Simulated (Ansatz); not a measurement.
The structure comes from a relaxation in the same program, started in the fcc type, and has space group Fm-3m. Whether it is a known phase or the ground state wasn't checked.

An input for Au and the output that it gave: DFT, PBE, all-electron LAPW, scalar-relativistic (Ansatz 0.2.0).

Command: `ansatz run input.yaml --threads 1 --pin off --max-ram 2048MiB --backend cpu --events-out ev --progress --plain --runs-dir out` The run took about 14 s on 1 thread of a shared machine.

```yaml
crystal:
  lattice:
    - [0.0, 2.0782666848, 2.0782666848]
    - [2.0782666848, 0.0, 2.0782666848]
    - [2.0782666848, 2.0782666848, 0.0]
  atoms:
    - { symbol: Au, position: [0.0, 0.0, 0.0] }
kpoints:
  mp_grid: { grid: [14, 14, 14] }
  band_path:
    path:
      - [0.0, 0.0, 0.0]
      - [0.5, 0.0, 0.5]
      - [0.625, 0.25, 0.625]
      - [0.375, 0.375, 0.75]
      - [0.0, 0.0, 0.0]
      - [0.5, 0.5, 0.5]
      - [0.5, 0.25, 0.75]
      - [0.5, 0.0, 0.5]
    npoints: 8
scf:
  occupations: { method: fermi_dirac, width: 0.03 }
hamiltonian:
  xc: pbe
  pseudopotentials: { kind: all_electron, lapw: { basis_error: 0.001 } }
output:
  forces: true
  stress: true
  eigenvalues: true
  populations: true
  dos: { projected: true, de: 0.2, e_range: [-14, 8] }
```

Output:

```
Au: projections on atomic orbitals take those of the free atom 1s2 2s2 2p6 3s2 3p6 3d10 4s2 4p6 4d10 4f14 5s2 5p6 5d10 6s1, of charge +0.00 (hamiltonian.pseudopotentials.projection_atoms)
LAPW: plane waves up to 7.894 Å⁻¹, error target 1.0e-3 eV per atom; small_component_spin mean_spin; Au in spheres of 1.470 Å, 43 of its electrons in bands, Dirac shells []
Engine: ansatz 0.2.0
Pseudopotentials: kind: all_electron
Pseudopotential: Au, LAPW, valence charge 43, Koelling and Harmon's equation, gaussian nucleus
Functional definition: PBE
  parameter kappa = 0.804
  parameter beta = 0.06672455060314922
  exchange = pbe_x(kappa = kappa, mu = beta*pi^2/3)
  correlation = pbe_c(beta = beta)
Crystal: 1 atoms, lattice volume = 17.953 Å³
Basis set: ecut = 237.42365050763985 eV, 169 PW (Γ), exchange–correlation at level 2
Bands: 26, of which v1, the nominal top of the filled ones, is band 22 counted from 1 (21 counted from 0)
Symmetry: 48 space group operations
Space group: Fm-3m (ITA 225), of the structure as read, at distance tolerance 2.6e-5 Å
k-points: 104 of 2744
Non-local potential: Au, projectors of the file, none
Initial density: superposition of atomic densities (chi_scale 0.1, normalization cell)
Initial wavefunctions: plane waves of lowest kinetic energy (no species holds an atomic orbital)
Functional: x = pbe(κ = 0.804, μ = 0.2195149727645171), c = pbe(β = 0.06672455060314922)
iter 1 solved again at ethr=1.10e-4 eV; its pass at ethr=1.00e-1 eV (dr2=4.75e-2 eV) is discarded
SCF iter   1: F=—  HF=-517225.130601 eV  |F-HF|=—  |Δ(HF+E_count)|=         —  Δρ=2.12e-2  dr2=4.77e-2  ethr=1.10e-4  ⟨swp⟩=3.0  Hψ=16722  notcnv=0
preconditioner: auto → none  [insulator: Δε(μ)=0.113 eV  Ē_g=15.080 eV  σ=0.030 eV  W_gap=0.73  n_scr=14 (ndim 8)  ℏωp=29.1 eV  f_vac=0.042  D(μ)=0.29/eV (n_scr^D=0)  ε∞_Penn≈4.7]
iter 2 solved again at ethr=7.35e-7 eV; its pass at ethr=1.10e-4 eV (dr2=3.16e-4 eV) is discarded
SCF iter   2: F=—  HF=-517224.912987 eV  |F-HF|=—  |Δ(HF+E_count)|=   2.18e-1  Δρ=1.84e-3  dr2=3.17e-4  ethr=7.35e-7  ⟨swp⟩=2.0  Hψ=13949  notcnv=0
SCF iter   3: F=—  HF=-517224.886229 eV  |F-HF|=—  |Δ(HF+E_count)|=   2.68e-2  Δρ=3.20e-3  dr2=9.70e-4  ethr=7.35e-7  ⟨swp⟩=3.0  Hψ=8602  notcnv=0
SCF iter   4: F=—  HF=-517224.885493 eV  |F-HF|=—  |Δ(HF+E_count)|=   7.36e-4  Δρ=9.92e-4  dr2=8.94e-5  ethr=7.35e-7  ⟨swp⟩=2.1  Hψ=7868  notcnv=0
SCF iter   5: F=—  HF=-517224.885496 eV  |F-HF|=—  |Δ(HF+E_count)|=   3.34e-6  Δρ=1.27e-4  dr2=1.38e-6  ethr=2.08e-7  ⟨swp⟩=2.0  Hψ=7863  notcnv=0
SCF iter   6: F=-517224.885501 eV  HF=-517224.885501 eV  |F-HF|=1.28e-8  |Δ(HF+E_count)|=   4.49e-6  Δρ=7.78e-6  dr2=4.85e-9  ethr=3.22e-9  ⟨swp⟩=2.2  Hψ=7887  notcnv=0
SCF 1 converged in 6 iterations: F = -517224.885501 eV  dr2 = 4.85e-9
NSCF: frozen V_eff on 57 k-points
SCF converged after 6 iterations
Free energy (F): -517224.885501 eV
Harris-Foulkes:  -517224.885501 eV  (|F-HF|=1.28e-8)
Internal energy: -517224.884871 eV  (E = F + TS)
E sigma→0 (E₀):  -517224.885186 eV
Entropy (-TS):   -0.000629 eV (-0.629 meV/atom)
Fermi energy:    23.478383 eV
--- Per-component energies (eV) ---
  E_band       = -3903.600415
  E_kinetic    = 589518.624729
  E_xc         = -9914.820908
  E_electrostatic = -1096828.688692  (all electrons and nuclei)
  E_smearing   = -0.000629  (= −TS)
  E_closure    = 0.000000  (closes the sum)
  E_atoms      = -517221.663280  (free atoms, spherical and without spin; not in F)
  Σ components = -517224.885501   (vs F -517224.885501, Δ=0.00e0)
  Basis errors (estimates in eV, not in F): energy 1.9e-4 per atom: plane waves 1.8e-4 (1.3e-4 summed), levels above the bands 1.3e-255, relativity 6.0e-8, radial functions 1.3e-5, core shells 6.8e-9; eigenvalues (radial functions only) 9.0e-7; not estimated: angular momenta, meshes, grids; target (lapw.basis_error) 1.0e-3; muffin-tin radii Au 1.470 Å
--- Forces (eV/Å), atoms counted from 1 ---
  atom   1  Au     0.00000000     0.00000000     0.00000000
  max |Σ_I F_I| component: 1.64e-32 eV/Å
--- Stress (GPa, compression-positive) ---
        0.003983       0.000000       0.000000
        0.000000       0.003983       0.000000
        0.000000       0.000000       0.003983
  P = ⅓ Tr σ = 0.0040 GPa (0.040 kbar)
--- Band table (eV; the first three rows and the last of 104) ---
  k-point 0: bands = ["-299.0016", "-299.0016", "-299.0016", "-298.9895", "-298.9895", "-81.7143", "-54.7520", "-54.7428", "-54.7428", "-54.7428", "-54.7367", "-54.7367", "-54.7367", "-33.0752", "-33.0752", "-33.0752", "14.2283", "19.1355", "19.1355", "19.1355", "20.5222", "20.5222", "38.0845", "41.7917", "41.7917", "41.7917"]
  k-point 1: bands = ["-299.0016", "-299.0016", "-299.0016", "-298.9895", "-298.9895", "-81.7139", "-54.7520", "-54.7428", "-54.7428", "-54.7428", "-54.7367", "-54.7367", "-54.7367", "-33.0841", "-33.0766", "-33.0766", "14.3982", "19.0840", "19.1916", "19.1916", "20.4982", "20.4982", "38.2621", "40.6995", "41.9750", "41.9750"]
  k-point 2: bands = ["-299.0016", "-299.0016", "-299.0016", "-298.9895", "-298.9895", "-81.7126", "-54.7520", "-54.7429", "-54.7429", "-54.7428", "-54.7367", "-54.7366", "-54.7366", "-33.1089", "-33.0804", "-33.0804", "14.8847", "18.9709", "19.3213", "19.3213", "20.4685", "20.4685", "38.1264", "39.1017", "42.4559", "42.4559"]
  k-point 103: bands = ["-299.0016", "-299.0016", "-299.0016", "-298.9895", "-298.9895", "-81.7023", "-54.7515", "-54.7435", "-54.7435", "-54.7433", "-54.7364", "-54.7364", "-54.7364", "-33.2054", "-33.1832", "-33.1449", "17.9085", "18.3329", "19.1587", "20.4822", "21.9178", "28.0475", "28.8230", "30.5289", "32.6884", "44.8570"]
--- Löwdin populations: 1 site ---
  site symbol       q [e]
     0     Au     78.8458
  spilling = 0.001951 (of n_electrons = 79.000000)
```
